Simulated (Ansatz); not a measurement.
**C3H6F2O: one species, many methods**

The task here is to estimate one member of a computed series from the others.

Program: Ansatz 0.2.0, Gaussian basis. Level of theory: functionals in def2-TZVPP, the program's frozen cores in correlated methods. These are calculated values, not measurements.

Plan: PBE-D4, r2SCAN-D4, PBE0-D4, B3LYP-D4, ωB97X-V, ωB97M-V, B2PLYP; CCSD(T)/def2-TZVPP; MP2/def2-QZVPP; extrapolation to the limit.

## The geometry

All runs share one geometry, relaxed beforehand with PBE0-D4 in a triple-zeta def2 set.

SMILES `FCCOCF`, 12 atoms, charge 0, spin multiplicity 1.

Atoms are counted from 1 here; the program's logs count them from 0.

Bond lengths: F1–C2 1.379 Å, C2–C3 1.509 Å, C2–H7 1.093 Å, C2–H8 1.093 Å, C3–O4 1.414 Å, C3–H9 1.098 Å, C3–H10 1.094 Å, O4–C5 1.366 Å, C5–F6 1.380 Å, C5–H11 1.098 Å, C5–H12 1.091 Å. Angles: F1–C2–C3 108.7°, F1–C2–H7 108.6°, F1–C2–H8 108.7°, C3–C2–H7 110.9°, C3–C2–H8 110.7°, H7–C2–H8 109.2°, C2–C3–O4 106.8°, C2–C3–H9 110.1°, C2–C3–H10 110.1°, O4–C3–H9 110.4°, O4–C3–H10 111.0°, H9–C3–H10 108.5°, C3–O4–C5 114.4°, O4–C5–F6 111.2°, O4–C5–H11 112.0°, O4–C5–H12 107.5°, F6–C5–H11 106.4°, F6–C5–H12 107.9° and more.

The first run:

File in.yaml:

```yaml
crystal:
  periodic: [false, false, false]
  atoms:
    - {symbol: F, position_ang: [-2.818638, -0.101057, -0.144125]}
    - {symbol: C, position_ang: [-1.599082, -0.722554, -0.312635]}
    - {symbol: C, position_ang: [-0.504521, 0.255610, 0.037478]}
    - {symbol: O, position_ang: [0.722995, -0.418801, -0.157565]}
    - {symbol: C, position_ang: [1.823104, 0.287951, 0.236622]}
    - {symbol: F, position_ang: [2.056890, 1.356815, -0.604494]}
    - {symbol: H, position_ang: [-1.561486, -1.599668, 0.339009]}
    - {symbol: H, position_ang: [-1.510908, -1.043680, -1.353815]}
    - {symbol: H, position_ang: [-0.603914, 0.575500, 1.083347]}
    - {symbol: H, position_ang: [-0.571556, 1.139777, -0.603969]}
    - {symbol: H, position_ang: [1.702698, 0.706540, 1.244975]}
    - {symbol: H, position_ang: [2.682420, -0.381534, 0.174471]}
basis:
  gaussian: {orbitals: def2-TZVPP}
hamiltonian: {xc: pbe, dispersion: d4}
output: {forces: true, orbitals: {seedname: orbitals}}
```

Among the steps run: PBE-D4 (GGA); r2SCAN-D4 (meta-GGA); PBE0-D4 (hybrid); B3LYP-D4 (hybrid); ωB97X-V (range-separated); ωB97M-V (range-separated); B2PLYP (double hybrid); CCSD(T) in def2-TZVPP; MP2 in def2-QZVPP.

One table of the session follows, with a row left open; its other results are not shown here.

```
            method  atomisation energy (kcal/mol)
            PBE-D4                         1150.0
         r2SCAN-D4                         1120.0
           PBE0-D4                         1121.4
          B3LYP-D4                         1115.0
           ωB97X-V                              ?
           ωB97M-V                         1120.2
            B2PLYP                         1105.8
     HF/def2-TZVPP                          798.2
    MP2/def2-TZVPP                         1114.8
   CCSD/def2-TZVPP                         1071.6
CCSD(T)/def2-TZVPP                         1089.1
           MP2/CBS                         1143.0
       CCSD(T)/CBS                         1117.2
```

Estimate the missing values for ωB97X-V.

The run gave: atomisation energy (kcal/mol): 1119.9. In the column «atomisation energy (kcal/mol)» it lies between CCSD(T)/CBS (1117.2) and r2SCAN-D4 (1120.0).
